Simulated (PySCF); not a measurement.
# OCS (carbonyl sulfide): levels of theory compared

Wanted: a comparison of 4 runs (HF/def2-TZVP, B3LYP/6-31G*, B3LYP/aug-cc-pVDZ, MP2/6-31G*) of OCS (carbonyl sulfide). Input form: a Python script.

Program for the calculation: PySCF 2.14.0.

## (1) Starting point

OCS: 3 atoms, total charge 0, spin state singlet. SMILES: `O=C=S`. Geometry: relaxed at PBE0-D4/def2-TZVP.

Bond lengths: O1–C2 1.152 Å, C2–S3 1.558 Å. Angles: O1–C2–S3 180.0°.

## (2) Energy and forces at HF/def2-TZVP (run 1)

The input, job.py:

```python
from pyscf import gto

system = gto.M(
    atom='''
O    0.921990   0.684410   0.582150
C    0.096740   0.071800   0.061080
S   -1.018720  -0.756210  -0.643230
''',
    verbose=3,
    basis='def2-tzvp',
    max_memory=1860,
    spin=0,
    charge=0,
)

calc0 = system.RHF()
calc0.conv_tol = 1e-10
calc0.kernel()
if not calc0.converged:
    calc0 = calc0.newton().run(calc0.mo_coeff, calc0.mo_occ)

etot = calc0.e_tot
print('E = %.10f Eh' % etot)
grad = calc0.nuc_grad_method().kernel()
dip = calc0.dip_moment()
pop, q = calc0.mulliken_pop()
```

Launch:

```
$ OMP_NUM_THREADS=1 python job.py
```

The program printed:

```text
converged SCF energy = -510.340220272474
[... 7 lines left out ...]
Dipole moment(X, Y, Z, Debye): -0.51980, -0.38588, -0.32821
[... 103 lines left out ...]
charge of    2S =     -0.10155
```

Wall time 6 s (1 thread of Arm Neoverse V2, shared host); peak memory 0.21 GiB.

## (3) Energy and forces at B3LYP/6-31G(d) (spherical functions) (run 2)

The input, input.py:

```python
from pyscf import gto, dft

mol = gto.M(
    atom='''
O      1.742309     1.293347     1.100104
C      0.182812     0.135682     0.115424
S     -1.925102    -1.429030    -1.215529
''',
    unit='bohr',
    verbose=4,
    basis='6-31g*',
    max_memory=1860,
    spin=0,
)

mf = dft.RKS(mol, xc='b3lyp')
mf.grids.level = 5
mf.conv_tol = 1e-10
mf.kernel()
if not mf.converged:
    mf = mf.newton().run(mf.mo_coeff, mf.mo_occ)

etot = mf.e_tot
print('E = %.10f Eh' % etot)
grad = mf.nuc_grad_method().kernel()
mf.analyze()
```

Launch:

```
$ OMP_NUM_THREADS=1 python input.py
```

The program printed:

```text
PySCF version 2.14.0

[... 85 lines left out ...]
Nuclear Repulsion Energy =              79.654988615311908
[... 11 lines left out ...]
MO #6   energy= -5.93102124844094  occ= 2
[... 9 lines left out ...]
MO #16  energy= -0.028108389038228 occ= 0
[... 9 lines left out ...]
MO #26  energy= 0.647690537879705  occ= 0
[... 9 lines left out ...]
MO #36  energy= 1.4634439268658    occ= 0
[... 9 lines left out ...]
MO #46  energy= 3.02312548503625   occ= 0
[... 52 lines left out ...]
Dipole moment(X, Y, Z, Debye): -0.28339, -0.21038, -0.17894
```

It took 8.1 s on 1 thread of Arm Neoverse V2, shared host; peak memory 0.47 GiB.

## (4) Energy and forces at B3LYP/aug-cc-pVDZ (run 3)

The input, job.py:

```python
# O=C=S
from pyscf import gto, dft

system = gto.Mole()
system.atom = '''
O      1.742309     1.293347     1.100104
C      0.182812     0.135682     0.115424
S     -1.925102    -1.429030    -1.215529
'''
system.spin = 0
system.basis = 'aug-cc-pvdz'
system.verbose = 4
system.unit = 'bohr'
system.max_memory = 1860
system.build()

calc0 = dft.RKS(system)
calc0.xc = 'b3lyp'
calc0.conv_tol = 1e-10
calc0.grids.level = 5
calc0.kernel()
if not calc0.converged:
    calc0 = calc0.newton().run(calc0.mo_coeff, calc0.mo_occ)

e_tot = calc0.e_tot
print('E = %.10f Eh' % e_tot)
grad = calc0.nuc_grad_method().kernel()
calc0.analyze()
```

Launch:

```
$ OMP_NUM_THREADS=1 python job.py
```

The program printed:

```text
PySCF version 2.14.0

[... 94 lines left out ...]
MO #3   energy= -10.355422866496   occ= 2
[... 13 lines left out ...]
MO #17  energy= -0.0403151794321978 occ= 0
[... 13 lines left out ...]
MO #31  energy= 0.216660386864513  occ= 0
[... 13 lines left out ...]
MO #45  energy= 0.778400947008944  occ= 0
[... 13 lines left out ...]
MO #59  energy= 1.3756644938527    occ= 0
[... 13 lines left out ...]
MO #73  energy= 3.7006635830701    occ= 0
[... 79 lines left out ...]
Dipole moment(X, Y, Z, Debye): -0.52317, -0.38837, -0.33034
```

Wall time 18 s (1 thread of Arm Neoverse V2, shared host); peak memory 0.7 GiB.

## (5) Energy and gradient at MP2/6-31G(d) (spherical functions) (run 4)

The input, mol.xyz:

```xyz
3
COS
O      0.921990     0.684410     0.582150
C      0.096740     0.071800     0.061080
S     -1.018720    -0.756210    -0.643230
```

The input, calc.py:

```python
import pyscf.grad
from pyscf import gto, mp

mol = gto.M(
    atom='mol.xyz',
    verbose=4,
    basis='6-31g*',
    charge=0,
    max_memory=1860,
)

calc0 = mol.RHF()
calc0.conv_tol = 1e-10
calc0.kernel()
if not calc0.converged:
    calc0 = calc0.newton().run(calc0.mo_coeff, calc0.mo_occ)

pt = mp.MP2(calc0, frozen=7).run()
energy = pt.e_tot
print('E(%s) = %.9f' % ('MP2', energy))
grad = pt.Gradients().kernel()
calc0.analyze()
```

Launch:

```
$ OMP_NUM_THREADS=1 python calc.py
```

The program printed:

```text
PySCF version 2.14.0

[... 75 lines left out ...]
Nuclear Repulsion Energy =              79.654995931445384
[... 11 lines left out ...]
MO #6   energy= -6.67071704611941  occ= 2
[... 9 lines left out ...]
MO #16  energy= 0.124381534343951  occ= 0
[... 9 lines left out ...]
MO #26  energy= 0.896514923668358  occ= 0
[... 9 lines left out ...]
MO #36  energy= 1.71871347813253   occ= 0
[... 9 lines left out ...]
MO #46  energy= 3.40689687438736   occ= 0
[... 52 lines left out ...]
Dipole moment(X, Y, Z, Debye): -0.31654, -0.23500, -0.19987
```

Run time: 2.1 s. Hardware: 1 thread of Arm Neoverse V2, shared host; peak memory 0.17 GiB.

## (6) All runs side by side

```tsv
run	level	integration grid	frozen core orbitals	energy (Eh)	dipole moment (D) of the reference	HOMO energy (eV)	LUMO energy (eV)	wall time
1	HF/def2-TZVP	–	–	-510.340220	0.73	-11.43	3.11	6 s
2	B3LYP/6-31G* (spherical functions)	5	–	-511.530007	0.40	-8.29	-0.76	8.1 s
3	B3LYP/aug-cc-pVDZ	5	–	-511.575687	0.73	-8.46	-1.10	18 s
4	MP2/6-31G* (spherical functions)	–	7	-510.676964	0.44	-11.39	3.38	2.1 s
```

## (7) Summary of results

```
                                          quantity          value
                               run 4: total energy  -510.67696 Eh
       run 4: dipole moment (Hartree–Fock density)         0.44 D
        run 4: HOMO energy (Hartree–Fock orbitals)      -11.39 eV
        run 4: LUMO energy (Hartree–Fock orbitals)        3.38 eV
      run 4: HOMO–LUMO gap (Hartree–Fock orbitals)       14.78 eV
run 4: correlation energy (7 core orbitals frozen)     -419.0 mEh
                   run 4: largest force on an atom     3.115 eV/Å
```

What this shows: Over runs 1, 2, 3 the dipole moment (its size) runs from 0.40 D (B3LYP/6-31G*) to 0.73 D (B3LYP/aug-cc-pVDZ). Over runs 1, 2, 3 the HOMO–LUMO gap runs from 7.36 eV (B3LYP/aug-cc-pVDZ) to 14.54 eV (HF/def2-TZVP). The two ends differ in method and basis. All runs together took 34 s, the longest 18 s.
